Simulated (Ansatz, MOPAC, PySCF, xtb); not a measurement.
Complex: C2H2 (SMILES C#C) (first 4 atoms) with C2H2 (SMILES C#C); geometry from A24 set.
(charge 0, multiplicity 1):
| atom | x (Å) | y (Å) | z (Å) |
|---|---|---|---|
| H | 0.0000 | -1.6679 | -1.7500 |
| H | 0.0000 | 1.6679 | -1.7500 |
| C | 0.0000 | -0.6034 | -1.7500 |
| C | 0.0000 | 0.6034 | -1.7500 |
| H | 0.0000 | -1.6679 | 1.7500 |
| H | 0.0000 | 1.6679 | 1.7500 |
| C | 0.0000 | -0.6034 | 1.7500 |
| C | 0.0000 | 0.6034 | 1.7500 |

Counterpoise-corrected where a basis set is named; no monomer relaxation. Rows marked so take none.

Frozen-core correlation. Rows in 6-311+G**, 6-31G*, STO-3G carry no dispersion term and start afresh at each structure (6-31G* with six Cartesian d functions). The state that PM7 reach isn't checked; PM7 holds dispersion and hydrogen-bond terms.

Codes used: Ansatz (a first-principles code); MOPAC for PM7 (differences of heats of formation); PySCF for 6-311+G** rows, 6-31G* rows, STO-3G rows, the dispersion terms; xtb for the GFN methods. Values without a source in brackets are computed.

| level | interaction energy (meV) |
|---|---|
| PM7 | -15.3 |
| GFN1-xTB | -19.5 |
| HF/STO-3G (no counterpoise) | 45.7 |
| HF/6-31G* (no counterpoise) | 120.6 |
| B97M-V/def2-TZVPPD | 55.8 |
| B3LYP/6-31G* | 129.3 |
| B3LYP/6-311+G** (no counterpoise) | 116.3 |
| BHLYP-D3(BJ)/def2-TZVPPD | 62.0 |
| MP2/aug-cc-pVDZ | … |

Question: Complete the blanks.

Answer: 
- MP2/aug-cc-pVDZ, interaction energy (meV): 44.5
